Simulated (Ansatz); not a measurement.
A ladder of methods for AlH (SMILES [AlH])

The species is AlH (2 atoms), meant as a singlet with charge 0. SMILES: `[AlH]`. The shape comes from GFN2-xTB, which is rough for such elements, and wasn't checked as a minimum.

```tsv
atom	x (Å)	y (Å)	z (Å)
Al	0.0000	0.0000	0.0000
H	0.0000	0.0000	1.6135
```

Each level gives the energy change with the Al1–H2 bond stretched from 1.613 to 2.497 Å (eV). The values are calculated.

```tsv
level	kind	program	value (eV)	less FCI/cc-pVTZ	CPU time (all runs)
SVWN5/cc-pVTZ (restricted)	LDA	Ansatz	1.17	-0.18	1.3 s
PBE/cc-pVTZ (restricted)	GGA	Ansatz	1.17	-0.18	2.1 s
BHLYP/cc-pVTZ (restricted)	global hybrid	Ansatz	1.44	+0.09	2.1 s
wB97M-V/cc-pVTZ (restricted)	range-separated hybrid	Ansatz	1.33	-0.02	14 s
B2PLYP/cc-pVTZ (restricted)	double hybrid	Ansatz	1.37	+0.02	2.7 s
RPA@PBE/cc-pVTZ (restricted)	RPA	Ansatz	1.35	0.00	3.1 s
BCCD(T)/cc-pVTZ (restricted)	coupled cluster or CI	Ansatz	1.36	+0.01	1.9 s
FCI/3-21G	exact in the basis	Ansatz	0.98	-0.37	0.37 s
FCI/cc-pVTZ	exact in the basis	Ansatz	1.35	0.00	3.2 s
```

FCI/cc-pVTZ is exact within its basis and frozen core, so for wave-function methods in that basis the difference is their error; functionals converge differently with the basis, so for them it is only a difference. The first shape isn't each level's own minimum. The values span 0.98 to 1.44 eV. High-level rows in very small sets aren't better than simpler rows in larger ones. Times are those of the runs behind each value, whatever else they computed, on shared processors of several kinds: orders of magnitude only.
